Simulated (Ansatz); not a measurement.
Cost and result for the atomization energy of C$_{2}$H$_{3}$NO, SMILES `OC1=CN1` (7 atoms, 7 bonds).

Total charge 0; spin multiplicity 1. Geometry: relaxed with PBE0-D4/def2-TZVP. It is one conformer, not always the lowest. Program: Ansatz. All runs use 2 threads of an Arm Neoverse V2 on a shared host. Times are those of one run each, without the atoms' runs, and a repeat can differ threefold. Electronic energies, without spin–orbit coupling; frozen cores. CCSD(T)/CBS adds CCSD(T) − MP2 in def2-TZVPP to the MP2 limit, and its time is that of the two runs behind it. T1 = 0.014. B3LYP takes the VWN-RPA correlation (the form of Gaussian; ORCA's B3LYP/G).

CCSD(T)/CBS is a level of theory with its own doubt, some kJ/mol a heavy atom from the limit and from the frozen cores, so smaller differences don't rank the functionals.

| level | functions | wall time |
| --- | --- | --- |
| LDA (SPW92)/def2-TZVPP | 166 | 0.7 s |
| BLYP-D4/def2-TZVPP | 166 | 1.1 s |
| CCSD(T)/def2-SVP | 71 | 1.2 s |
| PBE0-D4/def2-TZVPP | 166 | 1.4 s |
| BHLYP-D4/def2-TZVPP | 166 | 1.5 s |
| CAM-B3LYP-D4/def2-TZVPP | 166 | 1.6 s |
| B3LYP-D4/def2-TZVPP (with forces) | 166 | 1.8 s |
| r2SCANh-D4/def2-TZVPP | 166 | 2.5 s |
| B2PLYP/def2-TZVPP | 166 | 2.6 s |
| r2SCAN-D4/def2-TZVPP (with forces) | 166 | 2.6 s |
| MP2/def2-QZVPP | 318 | 9.5 s |
| CCSD(T)/def2-TZVPP | 166 | 25 s |
| CCSD(T)/CBS(def2) | – | 35 s |

(1) What atomization energy does each give, and how far from CCSD(T)/CBS? (An estimate is asked.)

Answers

(1) The calculation gave: 
```json
{"level": "LDA (SPW92)/def2-TZVPP", "atomization (kJ/mol)": "3240.7", "difference from CCSD(T)/CBS": "572.5", "per bond": "81.8"}
{"level": "BLYP-D4/def2-TZVPP", "atomization (kJ/mol)": "2723.4", "difference from CCSD(T)/CBS": "55.2", "per bond": "7.9"}
{"level": "CCSD(T)/def2-SVP", "atomization (kJ/mol)": "2490.6", "difference from CCSD(T)/CBS": "-177.6", "per bond": "-25.4"}
{"level": "PBE0-D4/def2-TZVPP", "atomization (kJ/mol)": "2709.5", "difference from CCSD(T)/CBS": "41.3", "per bond": "5.9"}
{"level": "BHLYP-D4/def2-TZVPP", "atomization (kJ/mol)": "2517.0", "difference from CCSD(T)/CBS": "-151.2", "per bond": "-21.6"}
{"level": "CAM-B3LYP-D4/def2-TZVPP", "atomization (kJ/mol)": "2688.0", "difference from CCSD(T)/CBS": "19.8", "per bond": "2.8"}
{"level": "B3LYP-D4/def2-TZVPP (with forces)", "atomization (kJ/mol)": "2681.3", "difference from CCSD(T)/CBS": "13.1", "per bond": "1.9"}
{"level": "r2SCANh-D4/def2-TZVPP", "atomization (kJ/mol)": "2648.6", "difference from CCSD(T)/CBS": "-19.6", "per bond": "-2.8"}
{"level": "B2PLYP/def2-TZVPP", "atomization (kJ/mol)": "2649.6", "difference from CCSD(T)/CBS": "-18.6", "per bond": "-2.7"}
{"level": "r2SCAN-D4/def2-TZVPP (with forces)", "atomization (kJ/mol)": "2683.9", "difference from CCSD(T)/CBS": "15.7", "per bond": "2.3"}
{"level": "MP2/def2-QZVPP", "atomization (kJ/mol)": "2722.4", "difference from CCSD(T)/CBS": "54.2", "per bond": "7.7"}
{"level": "CCSD(T)/def2-TZVPP", "atomization (kJ/mol)": "2572.2", "difference from CCSD(T)/CBS": "-96.0", "per bond": "-13.7"}
{"level": "CCSD(T)/CBS(def2)", "atomization (kJ/mol)": "2668.2", "difference from CCSD(T)/CBS": "0.0", "per bond": "0.0"}
```

From PBE to PBE0 (25 % exact exchange), in def2-TZVPP and without D4, the atomization energy moves by −117.7 kJ/mol: exact exchange takes away binding that semilocal exchange gives to molecules. The D4 term adds +15.2 kJ/mol with B3LYP and +7.7 kJ/mol with PBE0; it sums over pairs of atoms, weighted by their polarisabilities, and B3LYP, whose exchange is more repulsive, gets the larger term. In def2-TZVPP, CCSD(T) changes the Hartree–Fock value by +926.6 kJ/mol (the triples alone add +70.9 kJ/mol) and MP2 by +1019.7 kJ/mol; breaking electron pairs costs correlation energy, which Hartree–Fock lacks.
